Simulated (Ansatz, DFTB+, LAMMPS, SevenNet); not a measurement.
**How well does each level of theory give the equilibrium lattice constant a of fcc Rh?**

Reference value: 3.794 Å (measured, static lattice: zero-point anharmonic expansion removed; as tabulated in Mejia-Rodriguez and Trickey (2018), arXiv:1807.09216).

**Question.** What do Lennard-Jones uff-vdw, GFN1-xTB, SevenNet-0, LDA, PBE, PBE-D3(BJ), PBE-D4, r²SCAN-D4, PBE0 give, and how far is each from the reference?

**Answer.** 
```tsv
level (code)	value (Å)	error (%)
Lennard-Jones uff-vdw (LAMMPS)	4.025	+6.09
GFN1-xTB (DFTB+)	3.856	+1.63
SevenNet-0 (SevenNet)	3.849	+1.45
LDA (Ansatz)	3.754	-1.05
PBE (Ansatz)	3.830	+0.95
PBE-D3(BJ) (Ansatz)	3.795	+0.03
PBE-D4 (Ansatz)	3.790	-0.11
r²SCAN-D4 (Ansatz)	3.788	-0.16
PBE0 (Ansatz)	3.781	-0.34
```

Leaving aside Lennard-Jones uff-vdw, which can be fitted to such values or carry a doubt: Nearest, and too close to rank with a margin of 0.10 % (twice that across the reference) picked here for doubts on the reference and the settings: PBE-D3(BJ) (+0.03 %), PBE-D4 (-0.11 %), r²SCAN-D4 (-0.16 %). GFN1-xTB (+1.63 %) lies farthest from it. Within 2 %: GFN1-xTB, SevenNet-0, LDA, PBE, PBE-D3(BJ), PBE-D4, r²SCAN-D4, PBE0. The lowest first-principles rung that does so: DFT without exact exchange (LDA, PBE, PBE-D3(BJ), PBE-D4, r²SCAN-D4).

Lennard-Jones uff-vdw: this is a force field's van der Waals term alone, without bonds or charges. GFN1-xTB: the method was fitted mainly to molecules. Cutoffs and k meshes differ between the levels. Ansatz's density-functional and Hartree–Fock values are scalar-relativistic unless marked +SOC, with PAW data made under PBE.

Machine-learned potentials (SevenNet-0) are trained on DFT data, which may include these solids.

Differences are worked out from the printed values.

Ansatz is a program for electronic structure.
